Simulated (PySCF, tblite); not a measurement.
Isomers of C5H12N (doublet state), one GFN2-xTB conformer each. Single-point energies are computed at B3LYP/pcH-1 (PySCF, gas phase, no added dispersion term), electronic only. GFN2-xTB treats the open shell by occupation alone, and not every SCF solution was tested for stability.

| SMILES | GFN2-xTB relative energy (kcal/mol) |
| --- | --- |
| [CH2][C@H](C)[C@@H](C)N | 5.0 |
| [CH2][C@@H](N)C(C)C | 5.4 |
| CC(C)[C@H](C)[NH] | 0.0 |
| [CH2][C@H](C)NCC | 2.8 |

Conformers: `[CH2:1][C@H:2]([CH3:3])[C@@H:4]([CH3:5])[NH2:6]` (doublet state) with H–C1–C2–C3 28° and -155°, C1–C2–C4–C5 -65°, C2–C4–N6–H -65° and 176°; `[CH2:1][C@@H:2]([NH2:3])[CH:4]([CH3:5])[CH3:6]` (doublet state) with H–C1–C2–N3 -16° and 166°, C1–C2–N3–H 59° and -59°, C1–C2–C4–C5 173°; `[CH3:1][CH:2]([CH3:3])[C@H:4]([CH3:5])[NH:6]` (doublet state) with C1–C2–C4–C5 69°, C2–C4–N6–H 133°; `[CH2:1][C@H:2]([CH3:3])[NH:4][CH2:5][CH3:6]` (doublet state) with H–C1–C2–C3 58° and -128°, C1–C2–N4–C5 -69°, C2–N4–C5–C6 78°.

Question: What does B3LYP/pcH-1 give for the same structures?

Answer: 
```json
{"SMILES": "CC(C)[C@H](C)[NH]", "B3LYP/pcH-1 E (Eh)": "-252.47473", "B3LYP/pcH-1 (kcal/mol)": "0.0", "GFN2-xTB (kcal/mol)": "0.0", "point group": "C1"}
{"SMILES": "[CH2][C@H](C)[C@@H](C)N", "B3LYP/pcH-1 E (Eh)": "-252.47334", "B3LYP/pcH-1 (kcal/mol)": "0.9", "GFN2-xTB (kcal/mol)": "5.0", "point group": "C1"}
{"SMILES": "[CH2][C@@H](N)C(C)C", "B3LYP/pcH-1 E (Eh)": "-252.47241", "B3LYP/pcH-1 (kcal/mol)": "1.5", "GFN2-xTB (kcal/mol)": "5.4", "point group": "C1"}
{"SMILES": "[CH2][C@H](C)NCC", "B3LYP/pcH-1 E (Eh)": "-252.46365", "B3LYP/pcH-1 (kcal/mol)": "7.0", "GFN2-xTB (kcal/mol)": "2.8", "point group": "C1"}
```

Both levels put the same isomer lowest; measured from each level's own lowest isomer, the values differ by up to 4.2 kcal/mol ([CH2][C@H](C)NCC: 2.8 against 7.0). Neighbours under 5.0 kcal/mol apart (CC(C)[C@H](C)[NH] and [CH2][C@H](C)[C@@H](C)N; [CH2][C@H](C)[C@@H](C)N and [CH2][C@@H](N)C(C)C) can change places with a better method, another conformer or zero-point energy.

Question: What happens when harmonic zero-point energies from GFN2-xTB frequencies are added?

Answer: 
```csv
SMILES,ZPE (kcal/mol),electronic (kcal/mol),with ZPE (kcal/mol)
CC(C)[C@H](C)[NH],100.4,0.0,0.0
[CH2][C@H](C)[C@@H](C)N,100.1,0.9,0.6
[CH2][C@@H](N)C(C)C,100.0,1.5,1.1
[CH2][C@H](C)NCC,100.1,7.0,6.6
```

The zero-point energies span 0.4 kcal/mol. The order is unchanged.
